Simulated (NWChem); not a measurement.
# Lowest excitation of hydrazine (H4N2)

```
N
H 1 1.0170
H 1 1.0212 2 107.41
N 1 1.4029 2 108.92 3 123.24
H 4 1.0170 1 108.92 2 151.12
H 4 1.0212 5 107.41 1 -123.24
```
Charge 0, spin multiplicity 1.

Everything below was run with NWChem. The geometry was optimised at PBE0/def2-SVP, a minimum by its harmonic frequencies. It is one conformer; others weren't searched.

Basis set: def2-SVPD.

B3LYP has NWChem's definition, with VWN1-RPA local correlation.

Task: One of these methods gave a lowest vertical singlet excitation energy of 7.93 eV. Which?
A) CIS
B) TD-B3LYP
C) TD-PBE
D) TDA-BHandHLYP

Result: A, CIS. The others give 5.86 (TD-PBE), 6.99 (TDA-BHandHLYP), 6.30 (TD-B3LYP).
